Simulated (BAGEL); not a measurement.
**One shape, several levels: doublet [BHF2]+**

Aim: a comparison of 3 runs (ROHF/6-31G*, UHF/6-31G*, ROHF/def2-TZVPP) of doublet [BHF2]+. 

The results are computed with BAGEL 1.2.2.

17 further runs of the same task are left out: 17 set aside as unsound or not needed.

**1. The system as given**

The species is [BHF2]+ (4 atoms), meant as a doublet with charge +1. As SMILES of the parent species, `FBF`. Geometry: relaxed at PBE0-D4/def2-TZVP. That shape belongs to the parent species and isn't relaxed for this state.

Bond lengths: F1–B2 1.313 Å, B2–F3 1.313 Å, B2–H4 1.191 Å. Angles: F1–B2–F3 118.1°, F1–B2–H4 121.0°, F3–B2–H4 121.0°.

**2. The energy at ROHF/6-31G(d) (density fitting with qzvpp-jkfit, spherical functions) (run 1)**

input.json

```json
{ "bagel": [

{
  "title": "molecule",
  "basis": "6-31gs.json",
  "df_basis": "qzvpp-jkfit",
  "angstrom": "true",
  "geometry": [
    { "atom": "F", "xyz": [    1.154300,    0.456900,   -0.361900 ] },
    { "atom": "B", "xyz": [   -0.001900,   -0.031000,    0.025200 ] },
    { "atom": "F", "xyz": [   -1.095400,    0.528700,   -0.438900 ] },
    { "atom": "H", "xyz": [   -0.057000,   -0.954600,    0.775600 ] }
  ]
},
{
  "title": "rohf",
  "charge": 1,
  "nopen": 1
},
{
  "title": "print",
  "file": "orbitals.molden",
  "orbitals": "true"
}

]}
```

The basis set 6-31G* is read from a file made from the Basis Set Exchange's data (not shown).

The run is started by

```
$ BAGEL_NUM_THREADS=1 BAGEL input.json > input.out
```

The program printed:

```text
* using 1 threads per process

  ===============================================================
  ===============================================================

  *** Geometry ***

  { "atom" : "F", "xyz" : [      2.181311,      0.863416,     -0.683892 ] },
  { "atom" : "B", "xyz" : [     -0.003590,     -0.058582,      0.047621 ] },
  { "atom" : "F", "xyz" : [     -2.070006,      0.999098,     -0.829401 ] },
  { "atom" : "H", "xyz" : [     -0.107714,     -1.803933,      1.465672 ] },

  Number of auxiliary basis functions:      247

  Since a DF basis is specified, we compute 2- and 3-index integrals:
    o Being stored without compression. Storage requirement is 0.004 GB

  Number of basis functions:       44
  Number of electrons      :       24

    * METHOD: MOLECULE                             0.05

  *** Open-shell HF ***

  === Nuclear Repulsion ===
    61.8885547595

      * DIIS with orbital gradients will be used.

  === ROHF iteration (6-31gs.json) ===
      0       -223.54363621          0.07231660           0.01
      1       -223.65211679          0.05378741           0.01
      2       -223.69479539          0.03728337           0.02
      3       -223.73601139          0.00248449           0.02
      4       -223.73660196          0.00154895           0.01
      5       -223.73715187          0.00079811           0.02
      6       -223.73737949          0.00026912           0.01
      7       -223.73754082          0.00009973           0.01
      8       -223.73756235          0.00001932           0.01
      9       -223.73757669          0.00001081           0.01
     10       -223.73757664          0.00000393           0.01
     11       -223.73757749          0.00000090           0.01
     12       -223.73757750          0.00000028           0.01
     13       -223.73757747          0.00000007           0.01
     14       -223.73757744          0.00000003           0.01
     15       -223.73757744          0.00000001           0.01
     16       -223.73757744          0.00000001           0.01
    * SCF iteration converged.

    * S^2 (ROHF) is 0.7500

    * Permanent dipole moment:
           (    0.098025,     1.638123,    -1.330996) a.u.

    * METHOD: ROHF                                 0.25

    * METHOD: PRINT                                0.00

  ===============================================================
```

It took 0.68 s on 1 thread of Intel Xeon 6975P-C (Granite Rapids), shared host; peak memory 0.078 GiB.

**3. A single-point energy at UHF/6-31G(d) (density fitting with qzvpp-jkfit, spherical functions) (run 2)**

input.json

```json
{ "bagel": [

{
  "title": "molecule",
  "basis": "6-31gs.json",
  "df_basis": "qzvpp-jkfit",
  "angstrom": true,
  "geometry": [
    { "atom": "F", "xyz": [       1.154300,       0.456900,      -0.361900 ] },
    { "atom": "B", "xyz": [      -0.001900,      -0.031000,       0.025200 ] },
    { "atom": "F", "xyz": [      -1.095400,       0.528700,      -0.438900 ] },
    { "atom": "H", "xyz": [      -0.057000,      -0.954600,       0.775600 ] }
  ]
},

{ "title": "uhf", "charge": 1, "nopen": 1 },

{ "title": "print", "file": "orbitals.molden", "orbitals": true }

]}
```

The basis set 6-31G* is read from a file made from the Basis Set Exchange's data (not shown).

The run is started by

```
$ BAGEL_NUM_THREADS=1 BAGEL input.json > input.out
```

The program printed:

```text
* using 1 threads per process

  ===============================================================
  ===============================================================

  *** Geometry ***

  { "atom" : "F", "xyz" : [      2.181311,      0.863416,     -0.683892 ] },
  { "atom" : "B", "xyz" : [     -0.003590,     -0.058582,      0.047621 ] },
  { "atom" : "F", "xyz" : [     -2.070006,      0.999098,     -0.829401 ] },
  { "atom" : "H", "xyz" : [     -0.107714,     -1.803933,      1.465672 ] },

  Number of auxiliary basis functions:      247

  Since a DF basis is specified, we compute 2- and 3-index integrals:
    o Being stored without compression. Storage requirement is 0.004 GB

  Number of basis functions:       44
  Number of electrons      :       24

    * METHOD: MOLECULE                             0.03

  *** Open-shell HF ***

  === Nuclear Repulsion ===
    61.8885547595

      * DIIS with orbital gradients will be used.

  === UHF iteration (6-31gs.json) ===
      0       -223.54363621          0.07231660           0.01
      1       -223.66025445          0.05271851           0.01
      2       -223.70426762          0.03577815           0.01
      3       -223.74118923          0.00166115           0.01
      4       -223.74175468          0.00059744           0.01
      5       -223.74184088          0.00023939           0.01
      6       -223.74185574          0.00008172           0.01
      7       -223.74185810          0.00004131           0.01
      8       -223.74185929          0.00002363           0.01
      9       -223.74185964          0.00001378           0.01
     10       -223.74185977          0.00000645           0.01
     11       -223.74185978          0.00000213           0.01
     12       -223.74185978          0.00000116           0.01
     13       -223.74185978          0.00000034           0.01
     14       -223.74185978          0.00000012           0.01
     15       -223.74185978          0.00000007           0.01
     16       -223.74185978          0.00000005           0.01
     17       -223.74185978          0.00000004           0.01
     18       -223.74185978          0.00000003           0.01
     19       -223.74185978          0.00000002           0.01
     20       -223.74185978          0.00000002           0.01
     21       -223.74185978          0.00000001           0.01
    * SCF iteration converged.

    * S^2 (UHF) is 0.7648

    * Permanent dipole moment:
           (    0.091934,     1.537994,    -1.249642) a.u.

    * METHOD: UHF                                  0.24

    * METHOD: PRINT                                0.00

  ===============================================================
```

Run time: 0.58 s. Hardware: 1 thread of Intel Xeon 6975P-C (Granite Rapids), shared host; peak memory 0.078 GiB.

**4. A single-point energy at ROHF/def2-TZVPP (density fitting with qzvpp-jkfit) (run 3)**

job.json

```json
{ "bagel": [

{
  "title": "molecule",
  "basis": "tzvpp",
  "df_basis": "qzvpp-jkfit",
  "angstrom": "true",
  "geometry": [
    { "atom": "F", "xyz": [       1.154300,       0.456900,      -0.361900 ] },
    { "atom": "B", "xyz": [      -0.001900,      -0.031000,       0.025200 ] },
    { "atom": "F", "xyz": [      -1.095400,       0.528700,      -0.438900 ] },
    { "atom": "H", "xyz": [      -0.057000,      -0.954600,       0.775600 ] }
  ]
},

{ "title": "rohf", "charge": 1, "nopen": 1 },

{ "title": "print", "file": "orbitals.molden", "orbitals": "true" }

]}
```

The run is started by

```
$ BAGEL_NUM_THREADS=1 BAGEL job.json > job.out
```

The program printed:

```text
* using 1 threads per process

  ===============================================================
  ===============================================================

  *** Geometry ***

  { "atom" : "F", "xyz" : [      2.181311,      0.863416,     -0.683892 ] },
  { "atom" : "B", "xyz" : [     -0.003590,     -0.058582,      0.047621 ] },
  { "atom" : "F", "xyz" : [     -2.070006,      0.999098,     -0.829401 ] },
  { "atom" : "H", "xyz" : [     -0.107714,     -1.803933,      1.465672 ] },

  Number of auxiliary basis functions:      247

  Since a DF basis is specified, we compute 2- and 3-index integrals:
    o Being stored without compression. Storage requirement is 0.023 GB

  Number of basis functions:      107
  Number of electrons      :       24

    * METHOD: MOLECULE                             0.07

  *** Open-shell HF ***

  === Nuclear Repulsion ===
    61.8885547595

      * DIIS with orbital gradients will be used.

  === ROHF iteration (tzvpp) ===
      0       -223.57587869          0.05199905           0.04
      1       -223.71235771          0.04096353           0.04
      2       -223.77478285          0.02937186           0.04
      3       -223.84190323          0.00169629           0.04
      4       -223.84249805          0.00101572           0.04
      5       -223.84311109          0.00058410           0.04
      6       -223.84337406          0.00020212           0.05
      7       -223.84357140          0.00007260           0.05
      8       -223.84361266          0.00001192           0.04
      9       -223.84362250          0.00000620           0.04
     10       -223.84362339          0.00000272           0.04
     11       -223.84362412          0.00000058           0.04
     12       -223.84362420          0.00000013           0.04
     13       -223.84362414          0.00000004           0.04
     14       -223.84362413          0.00000002           0.05
     15       -223.84362412          0.00000001           0.05
    * SCF iteration converged.

    * S^2 (ROHF) is 0.7500

    * Permanent dipole moment:
           (    0.098721,     1.649696,    -1.340398) a.u.

    * METHOD: ROHF                                 0.76

    * METHOD: PRINT                                0.01

  ===============================================================
```

Run time: 1.1 s. Hardware: 1 thread of Intel Xeon 6975P-C (Granite Rapids), shared host; peak memory 0.079 GiB.

**5. The series**

```tsv
run	level	energy (Eh)	⟨S²⟩	wall time
1	ROHF/6-31G* (density fitting with qzvpp-jkfit, spherical functions)	-223.737577	0.750	0.68 s
2	UHF/6-31G* (density fitting with qzvpp-jkfit, spherical functions)	-223.741860	0.765	0.58 s
3	ROHF/def2-TZVPP (density fitting with qzvpp-jkfit)	-223.843624	0.750	1.1 s
```

**6. Summary of results**

| quantity | value |
| --- | --- |
| run 3: total energy | -223.84362 Eh |
| run 3: ⟨S²⟩ | 0.750 |

Over the runs the total energy spans 2.886 eV. All runs together took 2.4 s, the longest 1.1 s.
